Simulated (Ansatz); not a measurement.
Scan of [AlH2···H···CH2], triplet

Starting geometry:

```json
{"atom": "Al", "x (Å)": "-1.0039", "y (Å)": "0.0000", "z (Å)": "0.0000"}
{"atom": "H", "x (Å)": "-1.7969", "y (Å)": "1.3734", "z (Å)": "0.0000"}
{"atom": "H", "x (Å)": "-1.7969", "y (Å)": "-1.3734", "z (Å)": "0.0000"}
{"atom": "H", "x (Å)": "0.5819", "y (Å)": "0.0000", "z (Å)": "0.0000"}
{"atom": "C", "x (Å)": "2.0881", "y (Å)": "0.0000", "z (Å)": "0.0000"}
{"atom": "H", "x (Å)": "2.5025", "y (Å)": "0.0000", "z (Å)": "0.9962"}
{"atom": "H", "x (Å)": "2.5025", "y (Å)": "0.0000", "z (Å)": "-0.9962"}
```

From there H4 is moved from one fragment to the other while all else, the fragments' distance too, stays fixed; atoms are numbered as listed. Energies are in kJ/mol, counted from the starting geometry at the same level. Kohn–Sham curves are unrestricted where that lies lower.

Basis cc-pVDZ; Ansatz 0.2.0. Only valence electrons are correlated (noble-gas cores frozen). R marks a restricted (for open shells ROHF) determinant, U an unrestricted one.

In so small a basis the reference is far from its limit while semilocal and hybrid functionals are nearer theirs (RPA and double hybrids share much of the reference's basis error), so the functionals' errors here hold much of the reference's basis and frozen-core error, which can add to them or hide them.

Full CI isn't at hand for all of this; UCCSDT(Q) serves as the reference, and is uncertain by about the last step of the cluster series.

```tsv
distance Al1-H4 (Å)	UCCSDT(Q)	PBE	r2SCAN	PBE0	B3LYP	r2SCANh	wB97M-V	B2PLYP	RPA-PBE
1.475	20.7	30.5	26.5	26.9	25.0	25.5	22.8	22.7	23.8
1.586	0.0	0.0	0.0	0.0	0.0	0.0	0.0	0.0	0.0
1.645	-10.2	-14.2	-12.6	-12.8	-11.9	-12.2	-11.3	-11.1	-12.0
1.705	-21.8	-28.4	-25.8	-26.3	-24.4	-25.2	-23.7	-23.3	-25.4
1.764	-34.9	-42.2	-39.3	-40.2	-37.5	-38.8	-37.2	-36.6	-39.8
1.824	-49.1	-55.7	-53.1	-54.5	-51.2	-52.8	-51.4	-50.9	-54.9
1.883	-62.3	-67.1	-65.3	-67.3	-63.5	-65.5	-64.4	-64.0	-68.6
1.943	-72.4	-74.7	-74.1	-76.6	-72.6	-74.8	-74.0	-74.1	-78.8
2.002	-75.7	-75.4	-76.1	-79.1	-75.0	-77.5	-76.9	-77.5	-81.8
```

(1) Judged by the spread of the error over the points with a reference (largest less smallest), which of these follows UCCSDT(Q) best and which worst?

## Answers

(1) Subtracting the UCCSDT(Q) column from each: best B2PLYP (errors from -1.8 to 2.0, spread 3.8 kJ/mol), worst PBE (from -7.4 to 9.8, spread 17.2 kJ/mol). Functionals and wave-function methods converge differently with the basis, so part of this is basis effect.
